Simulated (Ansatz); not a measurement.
# CH4OSi: ladder of basis sets in Python

How does the energy of CH4OSi converge with the basis? Aim: a ladder of basis sets, for CH4OSi, run from a script.

Computed with Ansatz 0.2.0, driven from Python. The levels of theory stand in the script.

**1. The system**

Bond lengths: C1–O2 1.372 Å, C1–Si3 1.806 Å, O2–Si3 1.645 Å, C1–H4 1.068 Å, C1–H5 1.087 Å, Si3–H6 1.486 Å, Si3–H7 1.538 Å. Angles: C1–O2–Si3 72.9°, O2–C1–Si3 60.5°, O2–C1–H4 118.7°, O2–C1–H5 123.6°, Si3–C1–H4 112.3°, Si3–C1–H5 118.8°, H4–C1–H5 112.4°, C1–Si3–O2 46.5°, C1–Si3–H6 122.2°, C1–Si3–H7 117.9°, O2–Si3–H6 110.4°, O2–Si3–H7 108.5°, H6–Si3–H7 119.8°.

The script holds or builds the structure itself.

**2. The script**

Contents of run_basis.py:

```python
# -*- coding: utf-8 -*-
'''Basis-set convergence for CH4OSi.'''

import warnings

import ansatz as az

GEOMETRY = '''
C    -0.54680   -0.42470   -0.66510
O    -0.00210   -1.09520    0.40020
Si    0.47650    0.47410    0.52100
H    -1.57310   -0.13270   -0.61770
H    -0.19330   -0.53130   -1.68730
H    -0.09060    1.09710    1.74570
H     1.99050    0.54480    0.25750
'''


def main():
    warnings.simplefilter('ignore', az.DeckWarning)

    ch4osi = az.Crystal.molecule()
    for line in GEOMETRY.strip().splitlines():
        symbol, *xyz = line.split()
        ch4osi = ch4osi.atom(symbol, [float(v) for v in xyz])

    model = ch4osi.calculation().functional('pbe0')

    energies = {}
    for basis in ['STO-3G', '6-31G', '6-31G*', 'def2-SVP', 'def2-SVPD', 'def2-TZVP', 'def2-TZVPP']:
        summary = model.basis(gaussian=basis).run(threads=1).report
        size = summary['n_frozen'] + summary['n_occupied'][0] + summary['n_virtual'][0]
        energies[basis] = (summary['reference_energy_ev'] / 27.211386246, summary['free_energy_ev'] / 27.211386246)
        print(f'{basis:14s} {size:4d} orbitals  reference {energies[basis][0]:14.6f} Ha  total {energies[basis][1]:14.6f} Ha')

    last = energies['def2-TZVPP'][1]
    for basis, (_, total) in energies.items():
        print(f'{basis:14s} lies {27.211386 * (total - last):9.4f} eV above def2-TZVPP')


if __name__ == '__main__':
    main()
```

**3. Launch**

Launch:

```bash
> python run_basis.py
```

Output:

```text
STO-3G           23 orbitals  reference    -400.046565 Ha  total    -400.046565 Ha
6-31G            39 orbitals  reference    -404.806065 Ha  total    -404.806065 Ha
6-31G*           57 orbitals  reference    -404.905086 Ha  total    -404.905086 Ha
def2-SVP         66 orbitals  reference    -404.743973 Ha  total    -404.743973 Ha
def2-SVPD        99 orbitals  reference    -404.756465 Ha  total    -404.756465 Ha
def2-TZVP       123 orbitals  reference    -404.988887 Ha  total    -404.988887 Ha
def2-TZVPP      160 orbitals  reference    -404.990103 Ha  total    -404.990103 Ha
STO-3G         lies  134.5205 eV above def2-TZVPP
6-31G          lies    5.0079 eV above def2-TZVPP
6-31G*         lies    2.3134 eV above def2-TZVPP
def2-SVP       lies    6.6975 eV above def2-TZVPP
def2-SVPD      lies    6.3576 eV above def2-TZVPP
def2-TZVP      lies    0.0331 eV above def2-TZVPP
def2-TZVPP     lies    0.0000 eV above def2-TZVPP
```

It took 12 s on 1 thread of Arm Neoverse V1, shared host; peak memory 0.32 GiB.

**4. What each run gave**

From the records of these 7 runs:

```
run       basis  energy (eV)  SCF cycles  CPU time (s)
  1      STO-3G  -10885.8216          13          0.61
  2       6-31G  -11015.3342          13          0.87
  3      6-31G*  -11018.0287          13           1.1
  4    def2-SVP  -11013.6446          14           1.2
  5   def2-SVPD  -11013.9845          16           2.2
  6   def2-TZVP  -11020.3090          15           2.2
  7  def2-TZVPP  -11020.3421          15           3.2
```

**5. Results**

```
                           quantity                                                value
                      runs compared                                                    7
change of the total from set to set  -129.513, -2.695, +4.384, -0.340, -6.325, -0.033 eV
```

**Reading.** Against STO-3G: 6-31G -4759.5 mHa, 6-31G* -4858.5 mHa, def2-SVP -4697.4 mHa, def2-SVPD -4709.9 mHa, def2-TZVP -4942.3 mHa and def2-TZVPP -4943.5 mHa. The last step alone is -1.22 mHa (these two sets differ little on atoms other than hydrogen). From the first set to the last the time grows from 0.6 to 3.2 s. Reading the output:
- The drop along the ladder measures the basis error, and is no property of the molecule.
- The geometry is a force-field or estimated start, not a minimum of this method, and the last set is no limit. Much of the fall in a total is atomic energy, which cancels in bond and reaction energies.
- Totals across families of basis sets mostly measure their core functions.
